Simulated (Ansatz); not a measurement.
Rock-salt MgS, treated with r²SCAN+rVV10 (plane waves, PAW; Ansatz, an electronic-structure program).

Numerical settings: plane-wave cutoff 560 eV, 12×12×12 k mesh, Fermi–Dirac smearing 0.01 eV, scalar-relativistic PAW data made under PBE.

Computed at the level's own relaxed cell.

```
MgS
1.0
    0.00000     2.59452     2.59452
    2.59452     0.00000     2.59452
    2.59452     2.59452     0.00000
Mg S
1 1
Direct
  0.00000   0.00000   0.00000
  0.50000   0.50000   0.50000
```

List the 5 lowest band energies at Γ above −25 eV (eV, relative to the valence band maximum), grouping those that round alike.

At Γ: -13.24, 0.00 (×3), 4.67.
